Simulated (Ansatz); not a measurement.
**SiH2+ (quartet): wave-function methods side by side, def2-TZVPP**

One table from this session's results is given with a row withheld; the runs are named, their logs left out.

Computed with Ansatz 0.2.0, Gaussian basis. Level: def2-TZVPP, core rule «outside noble gas», up to 5 orbitals frozen.

To be run: UHF; ROHF; CCSD(T) on UHF.

2 further runs of the same task are left out: 2 set aside as unsound or not needed.

## What is computed

The geometry is a PBE0/def2-TZVP stationary point (not a proven minimum) of the parent state, kept for this charge and spin.

3 atoms, charge 1, spin multiplicity 4.

Atoms are counted from 1 here; the program's logs count them from 0.

Bond lengths: Si1–H2 1.486 Å, Si1–H3 1.486 Å. Angles: H2–Si1–H3 118.7°.

The first run:

File in.yaml:

```yaml
crystal:
  periodic: [false, false, false]
  atoms:
    - {symbol: Si, position_ang: [0.000000, -0.050740, 0.000000]}
    - {symbol: H, position_ang: [0.000000, 0.706913, -1.278374]}
    - {symbol: H, position_ang: [0.000000, 0.706912, 1.278374]}
basis:
  gaussian: {orbitals: def2-TZVPP}
total_charge: 1
magnetization: {spin_polarized: true, initial_magnetization: 3}
hamiltonian: {xc: hf}
output: {orbitals: {seedname: orbitals}}
```

Run with:

```sh
$ ansatz run in.yaml --threads 1 --pin off --events-out ev --progress --plain --max-ram 2816MiB --backend cpu
```

Among the steps run: UHF; ROHF; CCSD(T) on UHF.

One table of the session follows, with a row left open; its other results are not shown here.

```
  method  from UCCSD(T) (kcal/mol)
    ROHF                    +61.18
     UHF                         ?
    UMP2                    +15.55
   UCCSD                     +1.93
UCCSD(T)                         0
```

Estimate the missing values for UHF.

As computed: from UCCSD(T) (kcal/mol): +56.34. In the column «from UCCSD(T) (kcal/mol)» it lies between UMP2 (+15.55) and ROHF (+61.18).
